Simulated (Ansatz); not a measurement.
Consider the atomization: `N[B]S`• → B• + 3 H• + N• + S•.

Isolated molecules relaxed with PBE0-D4/def2-TZVP in Ansatz; ΔE leaves out vibrations. CBS: def2 TZ/QZ extrapolation, frozen cores. DFT in def2-TZVPP. B3LYP here is the variant with VWN-RPA as its local correlation; programs differ in this. Open shells (•) are unrestricted, without spin–orbit coupling. Spin–orbit coupling would lower the free atoms: a little for B, S. One conformer a species, not always the lowest.

```csv
level,ΔE (kJ/mol),difference from CCSD(T)/CBS
PBE-D4,2067.7,86.8
ωB97X-V,2003.0,22.1
ωB97M-V,2008.9,28.0
PBE,2058.3,77.4
r2SCAN,2022.2,41.3
B3LYP,1997.2,16.3
HF/def2-TZVPP,1404.6,-576.3
MP2/def2-TZVPP,1956.4,-24.5
SCS-MP2/def2-TZVPP,1947.2,-33.7
CCSD/def2-TZVPP,1882.5,-98.4
HF/def2-QZVPP,1407.7,-573.2
CCSD/def2-QZVPP,1917.5,-63.4
CCSD(T)/def2-QZVPP,1954.7,-26.2
HF/CBS(def2),1408.1,-572.8
MP2/CBS(def2),2019.5,38.6
CCSD/CBS(def2),1941.7,-39.2
CCSD(T)/CBS,1980.9,0
```

Largest T1 diagnostic among the species: 0.014.

The D4 term adds +15.3 kJ/mol with B3LYP and +7.8 kJ/mol with PBE0; it sums over pairs of atoms, weighted by their polarisabilities, and B3LYP, whose exchange is more repulsive, gets the larger term. From PBE to PBE0 (25 % exact exchange), in def2-TZVPP and without D4, ΔE moves by −46.8 kJ/mol: exact exchange takes away binding that semilocal exchange gives to molecules. In def2-TZVPP, CCSD(T) changes the Hartree–Fock value by +512.3 kJ/mol (the triples alone add +34.4 kJ/mol) and MP2 by +551.8 kJ/mol; breaking electron pairs costs correlation energy, which Hartree–Fock lacks.

CCSD(T)/CBS has its own doubt, a few kJ/mol and more with outer-core shells, so smaller differences from it don't rank the levels.
